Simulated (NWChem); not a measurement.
Molecule: C₂H₃F; SMILES C=CF

```xyz
6

C     -0.2367     1.1688     0.0000
C      0.4249     0.0197     0.0000
F     -0.1840    -1.1614     0.0000
H     -1.3284     1.1910     0.0000
H      0.3163     2.1084     0.0000
H      1.5158    -0.0751     0.0000
```
Atoms are numbered in this order, from 1.

Program: NWChem. Coordinates come from a PBE0/def2-SVP optimisation. Level: M06-2X/def2-SVP with COSMO at NWChem's default radii, gas-phase geometry; rows give the dielectric constant.

```csv
dielectric constant,electrostatic solvation energy (kcal/mol),dipole in solution (D)
1.5,-0.7,1.43
11.7,-2.1,1.59
25.0,-2.2,1.61
46.7,-2.2,1.61
78.4,-2.2,1.61
```
